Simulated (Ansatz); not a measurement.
# Ytterbium, fcc: convergence with the k-point mesh

Computed with Ansatz, LDA, scalar-relativistic PAW, on the relaxed cell (a = 4.914 Å; spin not included). Errors count from a run at 420 eV on a Γ-centred 18×18×18 mesh with Fermi-Dirac smearing of 0.1 eV, extrapolated to zero width. Fixed here: cutoff 420 eV, Fermi-Dirac width 0.1 eV. The SCF starts from atomic densities corrected by a trained network.

| k-mesh | E(σ→0) error (meV/atom) | P (GPa) | SCF iterations |
| --- | --- | --- | --- |
| 2×2×2 | -671.3 | -14.10 | 8 |
| 3×3×3 | 232.6 | 1.81 | 7 |
| 4×4×4 | -43.8 | 0.02 | 7 |
| 5×5×5 | -19.6 | -0.06 | 7 |
| 7×7×7 | -4.2 | -0.03 | 7 |
| 9×9×9 | 4.1 | 0.03 | 8 |
| 12×12×12 | 0.7 | 0.00 | 8 |
| 16×16×16 | -0.1 | 0.00 | 8 |

Within 5 meV/atom of the last row: from 7×7×7 on.
